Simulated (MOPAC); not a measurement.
Potential energy surface of H2O, singlet: map of symmetric stretch and bend. Scanned: O-H bond length and H-O-H angle.

Calculation: PM6, restricted, heats of formation (MOPAC 23.2.5).

Energy in kcal/mol above the lowest grid point; x is the O-H bond length (Å), y the H-O-H angle (°).

```
y \ x   0.82  0.85  0.91  0.97  1.02  1.06  1.11  1.16  1.19  1.25  1.30
------  ----  ----  ----  ----  ----  ----  ----  ----  ----  ----  ----
180      7.9   9.6  15.3  23.4  31.8  39.4  49.9  61.6  69.1  85.0  99.0
169.07   7.6   9.1  14.6  22.4  30.5  37.9  48.2  59.7  67.0  82.6  96.4
161.32   7.0   8.3  13.2  20.5  28.1  35.2  45.1  56.1  63.2  78.3  91.7
149.98   5.9   6.5  10.1  16.1  22.8  29.1  38.1  48.4  55.1  69.5  82.6
139.72   4.9   4.7   6.7  11.2  16.8  22.3  30.5  40.2  46.6  60.8  73.8
127.87   4.6   3.1   2.8   5.5   9.8  14.5  22.0  31.3  37.6  51.7  64.9
118.23   5.5   3.0   0.8   1.9   5.2   9.4  16.5  25.5  31.7  45.9  59.3
108.01   8.7   4.9   0.5   0.0   2.4   6.1  12.7  21.5  27.7  41.9  55.3
101.54  12.2   7.5   1.7   0.2   2.0   5.3  11.6  20.2  26.4  40.5  54.0
90.70   21.7  15.4   6.9   3.4   4.0   6.6  12.3  20.4  26.4  40.3  53.7
77.86   40.7  32.1  19.6  13.0  11.6  12.9  17.3  24.5  30.0  43.2  56.2
70      58.4  47.9  32.2  22.9  19.7  19.8  22.9  29.1  34.0  46.4  58.8
```

Points that lie below all their neighbours on the grid: x = 0.97, y = 108.01 (0.0 kcal/mol).
